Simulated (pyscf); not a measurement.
Single points on ωB97X-D3(BJ)/def2-SVP structures (PySCF, gas phase).

Q: HO–GaH–AsH₂ -> HO–Ga=AsH + hydrogen (H₂)
Surface: singlet. Broken: Ga–H, As–H. Formed: H–H. Give ΔE‡ and ΔE from HF/def2-TZVP, relative to the reactant's lowest minimum found.

A: ΔE‡ = 3.17 eV, ΔE = +1.40 eV. ωB97M-D3(BJ)/def2-TZVP gives 2.53 eV and +1.25 eV. Zero-point energy shifts the barrier by -0.10 eV. It is an elimination, with an imaginary mode of 1439i cm⁻¹. At the saddle there is also a short Ga–H contact that neither side keeps. The same reactants have a lower exit, to HGa=AsH + H₂O (highest point, the separated products, at +1.66 eV at ωB97M-D3(BJ)/def2-TZVP, against +2.53 eV here). This is the saddle that the search found; another between the same sides may lie lower. Elements up to Kr have no core potential and no relativistic terms here.
